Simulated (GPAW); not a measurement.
# BPH5F (SMILES [BH3-][PH2+]F), run twice

Wanted: the charge distribution of BPH5F, PBE/real-space grid (scalar-relativistic datasets).

The results are computed with GPAW 26.7.0.

3 further runs of the same task are left out: 1 that didn't finish, 2 set aside as unsound or not needed.

## (1) The molecule

BPH5F has 8 atoms, charge 0, and is taken as a singlet. SMILES: `[BH3-][PH2+]F`. The coordinates come from a GFN2-xTB relaxation.

Bond lengths: B1–P2 1.898 Å, P2–F3 1.617 Å, B1–H4 1.190 Å, B1–H5 1.190 Å, B1–H6 1.187 Å, P2–H7 1.396 Å, P2–H8 1.395 Å. Some angles: B1–P2–F3 111.9°, B1–P2–H7 125.3°, B1–P2–H8 125.4°, F3–P2–H7 95.1°, F3–P2–H8 95.1°, P2–B1–H4 104.6°, P2–B1–H5 104.5°, P2–B1–H6 105.6°, H7–P2–H8 96.7°, H4–B1–H5 114.0°.

## (2) The input as first written

bfh5p.xyz

```xyz
8

B     -0.525110     0.874630    -0.448000
P      0.288000    -0.609520     0.411990
F      1.529250    -1.194390    -0.442790
H     -0.897030     0.447050    -1.494090
H      0.345720     1.680310    -0.536530
H     -1.410660     1.211300     0.267460
H      0.983450    -0.558610     1.620810
H     -0.313620    -1.850770     0.621140
```

bfh5p.py

```python
from ase.io import read
from gpaw import GPAW

system = read("bfh5p.xyz")
system.center(vacuum=4.5)

calc = GPAW(mode="fd", h=0.2, xc="PBE", charge=-3, maxiter=80, txt="-")
system.calc = calc

energy = system.get_potential_energy()
print(f"Energy                  {energy:.5f} eV")
forces = system.get_forces()
print("Forces (eV/Ang)")
for symbol, f in zip(system.symbols, forces):
    print(f'{symbol:2} {f[0]:9.4f} {f[1]:9.4f} {f[2]:9.4f}')
homo, lumo = calc.get_homo_lumo()
print(f"HOMO = {homo:.3f} eV")
print(f"LUMO = {lumo:.3f} eV")
print(f"Gap                     {lumo - homo:.3f} eV")
```

Command:

```console
$ python3 bfh5p.py
```

Standard output:

```text
[...]
Number of symmetries: 1
[...]
  Number of IBZ points: 1
[...]
Spin-components: 1 (collinear spins)
Bands:           17
[...]
  Valence electrons: 20.0
[...]
  Grid points: [60 64 60]
  Charge: -3.0  # |e|
[...]
    cutoffs:
[...]
occupation numbers:
  # Zero width
[...]
xc functional:
  name: PBE with 2 nearest neighbor stencil
[...]
|iter     |     time |      energy | eigst |  dens |
[...]
|iter:   1| 00:00:03 |  -28.182220 | +1.68 |       |
[...]
|iter:  70| 00:01:29 |  -24.111195c| -7.50c| -5.78c|
Converged in 70 steps
[...]
Energy contributions relative to reference atoms: (reference = -12748.934822)
Energy contributions:
  Kinetic:          44.090849
  Coulomb:         -28.508631
  Zero:              0.273145
  External:          0.000000
  Xc:              -39.966558
  Entropy:           0.000000
  Spinorbit:         0.000000
  ----------------------------
  Free energy:     -24.111195
  Extrapolated:    -24.111195
dipole moment: (-18.218749, -16.726573, -20.530510)  # |e|*Ang
Fermi level: 7.160
Eigenvalues  # (at kpt = [0.000, 0.000, 0.000])
| band index |      eig [eV] | occ [0-2] |
|------------|---------------|-----------|
|          0 |       -20.634 |     2.000 |
|        ... |               |           |
|          3 |        -2.593 |     2.000 |
|          4 |        -2.125 |     2.000 |
|          5 |        -0.926 |     2.000 |
|          6 |         0.399 |     2.000 |
|          7 |         1.565 |     2.000 |
|          8 |         1.702 |     2.000 |
|          9 |         1.730 |     2.000 |
|         10 |         6.925 |     2.000 |
|         11 |         7.160 |     1.000 |
|         12 |         7.214 |     0.000 |
[...]
Gap: 0.236 eV
Transition (v -> c):
[...]
Forces (eV/Ang)
B     0.1351   -0.3445    0.1385
P     0.1798   -0.0270   -0.1557
F     0.7239    0.3028   -0.6116
H    -0.1950   -0.2024   -0.5343
H     0.4453    0.4640   -0.0542
H    -0.5030    0.2343    0.3906
H     0.1709    0.5062    0.6774
H    -0.7855   -0.4487   -0.0204
HOMO = 7.160 eV
LUMO = 7.214 eV
Gap                     0.054 eV
```

Run time: 89 s. Hardware: 1 thread of Arm Neoverse V2, shared host; peak memory 0.71 GiB.

## (3) Reading the log

The program ended normally, but the settings are unsound, so its numbers aren't properties of the molecule.

Cause: the charge typed isn't that of the species meant. Among its listed settings the sound run differs in this, and the input shows the rest: charge 0 in place of -3.

## (4) Try two

run.xyz

```xyz
8

B     -0.525110     0.874630    -0.448000
P      0.288000    -0.609520     0.411990
F      1.529250    -1.194390    -0.442790
H     -0.897030     0.447050    -1.494090
H      0.345720     1.680310    -0.536530
H     -1.410660     1.211300     0.267460
H      0.983450    -0.558610     1.620810
H     -0.313620    -1.850770     0.621140
```

run.py

```python
import numpy as np
from ase.io import read
from ase.units import Debye
from gpaw import GPAW

mol = read("run.xyz")
mol.center(vacuum=4.5)

calc = GPAW(mode="fd", h=0.2, xc="PBE", maxiter=100, txt="-")
mol.calc = calc

energy = mol.get_potential_energy()
print(f"Energy = {energy:.5f} eV")
forces = mol.get_forces()
print("Forces (eV/Ang)")
for symbol, f in zip(mol.symbols, forces):
    print(f'{symbol:2} {f[0]:9.4f} {f[1]:9.4f} {f[2]:9.4f}')
dipole = mol.get_dipole_moment() / Debye
print(f"Dipole = {np.linalg.norm(dipole):.3f} D")
homo, lumo = calc.get_homo_lumo()
print(f"HOMO = {homo:.3f} eV")
print(f"LUMO = {lumo:.3f} eV")
print(f"Gap: {lumo - homo:.3f} eV")
```

Command:

```console
$ python3 -u run.py | tee run.out
```

Standard output:

```text
[...]
Number of symmetries: 1
[...]
  Number of IBZ points: 1
[...]
Spin-components: 1 (collinear spins)
Bands:           16
[...]
  Valence electrons: 20.0
[...]
  Grid points: [60 64 60]
  Charge: 0.0  # |e|
[...]
    cutoffs:
[...]
occupation numbers:
  # Zero width
[...]
xc functional:
  name: PBE with 2 nearest neighbor stencil
[...]
|iter     |     time |      energy | eigst |  dens |
[...]
|iter:   1| 00:00:02 |  -38.139840 | +1.18 |       |
[...]
|iter:  15| 00:00:18 |  -34.003537c| -7.61c| -6.07c|
Converged in 15 steps
[...]
Energy contributions relative to reference atoms: (reference = -12748.934822)
Energy contributions:
  Kinetic:          36.721102
  Coulomb:         -39.082621
  Zero:              0.278340
  External:          0.000000
  Xc:              -31.920357
  Entropy:           0.000000
  Spinorbit:         0.000000
  ----------------------------
  Free energy:     -34.003537
  Extrapolated:    -34.003537
dipole moment: (0.059679, -0.436851, 0.486502)  # |e|*Ang
Fermi level: -5.069
Eigenvalues  # (at kpt = [0.000, 0.000, 0.000])
| band index |      eig [eV] | occ [0-2] |
|------------|---------------|-----------|
|          0 |       -30.686 |     2.000 |
|        ... |               |           |
|          2 |       -13.225 |     2.000 |
|          3 |       -12.687 |     2.000 |
|          4 |       -12.239 |     2.000 |
|          5 |       -10.818 |     2.000 |
|          6 |        -9.700 |     2.000 |
|          7 |        -8.129 |     2.000 |
|          8 |        -7.916 |     2.000 |
|          9 |        -7.766 |     2.000 |
|         10 |        -2.371 |     0.000 |
|         11 |        -0.708 |     0.000 |
[...]
Gap: 5.395 eV
Transition (v -> c):
[...]
Forces (eV/Ang)
B     0.1737   -0.4113    0.3004
P     0.6746    0.1212   -1.0231
F     0.2236    0.4748   -0.1793
H    -0.1610   -0.3535   -0.3775
H     0.4714    0.2769    0.0863
H    -0.4826    0.1396    0.4475
H     0.0182    0.4340    0.6725
H    -0.7278   -0.3173    0.0868
Dipole = 3.154 D
HOMO = -7.766 eV
LUMO = -2.371 eV
Gap: 5.395 eV
```

Run time: 19 s. Hardware: 1 thread of Arm Neoverse V2, shared host; peak memory 0.61 GiB.

## (5) What came out

At PBE/real-space grid (scalar-relativistic datasets):

| quantity | value |
| --- | --- |
| energy as printed (from the program's reference atoms) | -34.0035 eV |
| dipole moment | 3.15 D |
| HOMO energy | -7.77 eV |
| LUMO energy | -2.37 eV |
| HOMO–LUMO gap | 5.40 eV |
